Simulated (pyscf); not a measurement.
# Addition across a multiple bond or ene-type step: H₂Si=PH (SMILES [SiH2]=P) + H₂O (SMILES O) → HO–SiH₂–PH₂ (SMILES O[SiH2]P)

Gas phase, singlet surface, charge 0. Bonds broken: O6–H7. Bonds formed: P1–H7, Si2–O6. Single points on ωB97X-D3(BJ)/def2-SVP structures (PySCF, gas phase). MP2 and CC: frozen core, UHF for open shells. ΔMP2 is the change of the MP2 total energy from the triple- to the quadruple-zeta basis.

Transition state (Å):

```xyz
8

P      0.2721    -1.3872     0.2883
Si    -1.2435     0.1051    -0.0733
H     -0.2042    -2.1403    -0.8303
H     -2.4490    -0.0974    -0.9168
H     -1.5291     1.1305     0.9692
O     -0.0648     1.0224    -1.1935
H      0.6277     0.1725    -0.8326
H      0.2372     1.9112    -0.9424
```

One imaginary mode, 1058i cm⁻¹; descent along it reached the two sides named, in the forms told below.

```
bond    change  reactant side (Å)  saddle  product side
------  ------  -----------------  ------  ------------
O6–H7   breaks              0.978   1.154           3.1
P1–H7    forms                2.9   1.953         1.424
Si2–O6   forms              2.116   1.867         1.671
```

Electronic energies relative to the separated reactants (kJ/mol):

```tsv
level	barrier	reaction energy	reverse barrier
ωB97X-D3(BJ)/def2-TZVP	-30.1	-246.6	216.5
PBE/def2-TZVP	-36.3	-213.8	177.4
r²SCAN/def2-TZVP	-37.9	-233.9	196.1
B3LYP-D3(BJ)/def2-TZVP	-22.1	-229.2	207.0
PBE0-D3(BJ)/def2-TZVP	-37.1	-232.8	195.7
M06-2X/def2-TZVP	-31.5	-237.8	206.3
ωB97M-D3(BJ)/def2-TZVP	-28.1	-235.5	207.4
HF/def2-TZVP	23.7	-249.2	273.0
MP2/def2-QZVPP	-24.4	-228.0	203.6
CCSD/def2-TZVPP	-2.6	-226.3	223.8
CCSD(T)/def2-TZVPP	-8.7	-220.2	211.5
CCSD(T)/def2-TZVPP + ΔMP2(QZVPP)	-10.0	-220.7	210.6
```

With CCSD(T)/def2-TZVPP + ΔMP2(QZVPP) energies and thermal terms (ideal gas, 1 atm, RRHO with modes under 100 cm⁻¹ raised to 100, one conformer, R ln 2 for chiral ones without a mode under 150 cm⁻¹), in kJ/mol:

```json
[
 {"T (K)": "298", "ΔH‡": "-16.4", "ΔG‡": "28.4", "ΔH": "-218.2", "ΔG": "-176.3"},
 {"T (K)": "600", "ΔH‡": "-16.4", "ΔG‡": "74.2", "ΔH": "-216.4", "ΔG": "-134.3"},
 {"T (K)": "900", "ΔH‡": "-13.8", "ΔG‡": "119.0", "ΔH": "-212.1", "ΔG": "-94.1"},
 {"T (K)": "1200", "ΔH‡": "-10.4", "ΔG‡": "162.8", "ΔH": "-206.9", "ΔG": "-55.6"}
]
```

On the reactant side the descent ends in an adduct with a O–Si contact, 45.2 kJ/mol under the separated species and 15.1 kJ/mol under the saddle at ωB97X-D3(BJ)/def2-TZVP. At ωB97X-D3(BJ)/def2-TZVP, PBE, r²SCAN, B3LYP-D3(BJ), PBE0-D3(BJ), M06-2X, ωB97M-D3(BJ)/def2-TZVP, MP2, CCSD, CCSD(T), CCSD(T) the saddle lies under the separated reactants, which points to a path from their complex (located at ωB97X-D3(BJ) alone). What is counted as formed (O–Si) is already present as a longer contact in the reactant adduct; forming that adduct is a step of its own. One saddle was located; it need not be the lowest between these sides. The CCSD(T) − MP2 part came from Ansatz, without density fitting, on the same reference.
